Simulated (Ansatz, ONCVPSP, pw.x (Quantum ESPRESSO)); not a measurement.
**pw.x on diamond Si: one setting changed**

Potential: optimised norm-conserving Vanderbilt (ONCV), ONCVPSP 4.0.1.1 (patched build), PBE; core [Ne], reference 3s2 3p2; waves: 3s: rc 1.50 bohr, ncon 4, nbas 7, qcut 4.5 1/bohr, 2 projectors, debl 2.6 Ha; 3p: rc 2.30 bohr, ncon 4, nbas 8, qcut 3.4 1/bohr, 3 projectors, debl 2.9 Ha; d scattering state at 0.21 Ha: rc 2.30 bohr, ncon 4, nbas 8, qcut 4.8 1/bohr, 2 projectors, debl 4 Ha; local part: polynomial inside 1.05 bohr (lpopt 5, dvloc0 0 Ha); core correction: Teter function, fcfact 6, rcfact 1.55.

The reference run (k-mesh 8³, cutoffs 65/260 Ry, Fermi–Dirac 0.01 Ry, mixing_beta 0.4, conv_thr 1e-9, no spin) gives -0.94 GPa at 20.463 Å³/atom, where all-electron LAPW gives -0.05 GPa. This run, with its own iteration cap, changes nspin = 2 with starting_magnetization to -0.3.

```
&control
  calculation='scf', prefix='x', pseudo_dir='./', outdir='./tmp', tstress=.true., disk_io='none'
/
&system
  ibrav=0, nat=2, ntyp=1, ecutwfc=65, ecutrho=260, nbnd=11,
  occupations='smearing', smearing='fd', degauss=0.01, nspin=2, starting_magnetization(1)=-0.3
/
&electrons
  conv_thr=1e-09, mixing_beta=0.4, electron_maxstep=50
/
ATOMIC_SPECIES
Si 1.0 Si.UPF
CELL_PARAMETERS angstrom
  0.00000000 2.73520428 2.73520428
  2.73520428 0.00000000 2.73520428
  2.73520428 2.73520428 0.00000000
ATOMIC_POSITIONS crystal
Si 0.0000 0.0000 0.0000
Si 0.2500 0.2500 0.2500
K_POINTS automatic
8 8 8 0 0 0
```

```bash
pw.x < Si.scf.in > Si.scf.out
```

Task: How does the run end?

Result: It converges in 8 iterations; the free energy moves by +0.0 meV/atom and the pressure by +0.00 GPa. The result is that of the reference run.

```
Message from routine setup:
     using ibrav=0 with symmetry is DISCOURAGED, use correct ibrav instead
     lattice parameter (alat)  =       7.3098  a.u.
     unit-cell volume          =     276.1823 (a.u.)^3
     number of electrons       =         8.00
     number of Kohn-Sham states=           11
     kinetic-energy cutoff     =      65.0000  Ry
     charge density cutoff     =     260.0000  Ry
     scf convergence threshold =      1.0E-09
     Exchange-correlation= PBE
     atomic species   magnetization
     number of k points=    29  Fermi-Dirac smearing, width (Ry)=  0.0100
     iteration #  1     ecut=    65.00 Ry     beta= 0.40
     total energy              =     -18.89257414 Ry
     estimated scf accuracy    <       0.06215666 Ry
     total magnetization       =    -0.05 Bohr mag/cell
     absolute magnetization    =     0.06 Bohr mag/cell
     iteration #  2     ecut=    65.00 Ry     beta= 0.40
     total energy              =     -18.90916968 Ry
     estimated scf accuracy    <       0.01916087 Ry
     total magnetization       =    -0.02 Bohr mag/cell
     absolute magnetization    =     0.03 Bohr mag/cell
     iteration #  3     ecut=    65.00 Ry     beta= 0.40
     total energy              =     -18.91058650 Ry
     estimated scf accuracy    <       0.00026693 Ry
     total magnetization       =    -0.00 Bohr mag/cell
     absolute magnetization    =     0.00 Bohr mag/cell
     iteration #  4     ecut=    65.00 Ry     beta= 0.40
     c_bands:  1 eigenvalues not converged
     c_bands:  1 eigenvalues not converged
     total energy              =     -18.91064901 Ry
     estimated scf accuracy    <       0.00001793 Ry
     total magnetization       =    -0.00 Bohr mag/cell
     absolute magnetization    =     0.00 Bohr mag/cell
     iteration #  5     ecut=    65.00 Ry     beta= 0.40
     total energy              =     -18.91065073 Ry
     estimated scf accuracy    <       0.00000043 Ry
     total magnetization       =    -0.00 Bohr mag/cell
     absolute magnetization    =     0.00 Bohr mag/cell
     iteration #  6     ecut=    65.00 Ry     beta= 0.40
     total energy              =     -18.91065085 Ry
     estimated scf accuracy    <       0.00000004 Ry
     total magnetization       =     0.00 Bohr mag/cell
     absolute magnetization    =     0.00 Bohr mag/cell
     iteration #  7     ecut=    65.00 Ry     beta= 0.40
     total energy              =     -18.91065086 Ry
     estimated scf accuracy    <          1.4E-09 Ry
     total magnetization       =     0.00 Bohr mag/cell
     absolute magnetization    =     0.00 Bohr mag/cell
     iteration #  8     ecut=    65.00 Ry     beta= 0.40
     the Fermi energy is     6.2576 ev
!    total energy              =     -18.91065086 Ry
     estimated scf accuracy    <          2.4E-10 Ry
     smearing contrib. (-TS)   =      -0.00026967 Ry
     The total energy is F=E-TS. E is the sum of the following terms:
     one-electron contribution =       5.09145838 Ry
     hartree contribution      =       1.11544314 Ry
     xc contribution           =      -8.44242864 Ry
     ewald contribution        =     -16.67485408 Ry
     total magnetization       =    -0.00 Bohr mag/cell
     absolute magnetization    =     0.00 Bohr mag/cell
     convergence has been achieved in   8 iterations
          total   stress  (Ry/bohr**3)                   (kbar)     P=       -9.40
     Message from routine punch:
     Nothing written, as per user request (disk_io='none')
```

The run took about 31 s on one core of a shared host (Intel(R) Xeon(R) Platinum 8259CL CPU @ 2.50GHz, 96 threads, 755 GiB, load 52).
